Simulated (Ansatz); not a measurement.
fcc Ag, treated with r²SCAN (Ansatz, an electronic-structure program, PAW).

Run with plane-wave cutoff 500 eV, 14×20×1 k mesh (along the axes of the cell as run), Fermi–Dirac smearing 0.1 eV, scalar-relativistic PAW data made under PBE.

### Question
Predict the surface energy of the (110) face and work function of the (110) face.

### Answer

surface energy of the (110) face: 1.07 J/m²
work function of the (110) face: 4.14 eV

The slab of 12 atoms is relaxed and unreconstructed.

Static lattice: no zero-point or thermal effects.

Computing time: very roughly 50 core-minutes.
